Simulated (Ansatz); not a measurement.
**C₃H₆S: a ladder of functionals and wavefunction methods**

One table from this session's results is given with a row withheld; the runs are named, their logs left out.

Method: functionals in def2-TZVPP, the program's frozen cores in correlated methods; program: Ansatz 0.2.0, Gaussian basis.

The runs, in order: LDA (SPW92), PBE-D4, revPBE-D4, BLYP-D4, r2SCAN-D4, B97M-V, PBE0-D4, B3LYP-D4, r2SCANh-D4, r2SCAN0-D4, HSE06-D4, BHLYP-D4, CAM-B3LYP-D4, LC-ωPBE, ωB97X-V, ωB97M-V, B2PLYP, PBE-QIDH; CCSD(T)/def2-SVP; CCSD(T)/def2-TZVPP; MP2/def2-QZVPP; extrapolation to the limit; RPA on PBE.

## The relaxed structure

All runs share one geometry, relaxed beforehand with PBE0-D4 in a triple-zeta def2 set.

SMILES `C=CSC`, 10 atoms, charge 0, spin multiplicity 1.

Atoms are counted from 1 here; the program's logs count them from 0.

Bond lengths: C1–C2 1.328 Å, C1–H5 1.083 Å, C1–H6 1.084 Å, C2–S3 1.743 Å, C2–H7 1.087 Å, S3–C4 1.798 Å, C4–H8 1.090 Å, C4–H9 1.090 Å, C4–H10 1.091 Å. Angles: C2–C1–H5 120.4°, C2–C1–H6 122.0°, H5–C1–H6 117.6°, C1–C2–S3 124.2°, C1–C2–H7 120.7°, S3–C2–H7 115.0°, C2–S3–C4 100.4°, S3–C4–H8 111.4°, S3–C4–H9 106.7°, S3–C4–H10 110.9°, H8–C4–H9 109.0°, H8–C4–H10 110.1°, H9–C4–H10 108.6°.

Set-up of the first run:

The input, in.yaml:

```yaml
crystal:
  periodic: [false, false, false]
  atoms:
    - {symbol: C, position_ang: [-0.656469, 1.908447, -0.637407]}
    - {symbol: C, position_ang: [-0.509793, 0.669114, -0.182340]}
    - {symbol: S, position_ang: [0.790799, 0.154521, 0.857566]}
    - {symbol: C, position_ang: [0.782228, -1.615071, 0.538894]}
    - {symbol: H, position_ang: [-1.530958, 2.179920, -1.215625]}
    - {symbol: H, position_ang: [0.073879, 2.684224, -0.437924]}
    - {symbol: H, position_ang: [-1.252052, -0.094490, -0.401474]}
    - {symbol: H, position_ang: [1.073670, -1.835775, -0.488064]}
    - {symbol: H, position_ang: [1.510463, -2.058908, 1.217850]}
    - {symbol: H, position_ang: [-0.198568, -2.043283, 0.751326]}
basis:
  gaussian: {orbitals: def2-TZVPP}
hamiltonian: {xc: lda}
output: {orbitals: {seedname: orbitals}}
```

Among the steps run: LDA; PBE-D4 (GGA); revPBE-D4 (GGA); BLYP-D4 (GGA); r2SCAN-D4 (meta-GGA); B97M-V (meta-GGA); PBE0-D4 (hybrid); B3LYP-D4 (hybrid); r2SCANh-D4 (hybrid); r2SCAN0-D4 (hybrid); HSE06-D4 (hybrid); BHLYP-D4 (hybrid); CAM-B3LYP-D4 (range-separated); LC-ωPBE-D4 (range-separated; the results give it without D4); ωB97X-V (range-separated); ωB97M-V (range-separated); B2PLYP (double hybrid); PBE-QIDH (double hybrid).

One of the session's tables, all rows but one given; the rest of the session is left out.

It belongs to the step «Orbital energies across the functionals». 

```
  functional  HOMO (eV)  gap (eV)
 LDA (SPW92)      -5.21      4.01
      PBE-D4      -5.07      4.10
   revPBE-D4      -5.02      4.14
     BLYP-D4      -4.92      4.08
   r2SCAN-D4          ?         ?
      B97M-V      -5.32      4.60
     PBE0-D4      -6.15      6.14
    B3LYP-D4      -5.94      5.70
  r2SCANh-D4      -5.66      5.26
  r2SCAN0-D4      -6.28      6.39
    HSE06-D4      -5.76      5.36
    BHLYP-D4      -7.10      8.14
CAM-B3LYP-D4      -7.42      8.51
     LC-ωPBE      -8.75     10.99
     ωB97X-V      -8.39     10.56
     ωB97M-V      -8.27     10.30
```

**Question.** Estimate the row for r2SCAN-D4.

Worked estimate for «HOMO (eV)». Against the share of exact exchange, r2SCANh-D4 (0.1, -5.66), r2SCAN0-D4 (0.25, -6.28) give a slope of -4.13 per unit share; at 0 the line stands at -5.25.

The run gave: HOMO (eV): -5.26; gap (eV): 4.50. In «HOMO (eV)» the line misses by +0.01.
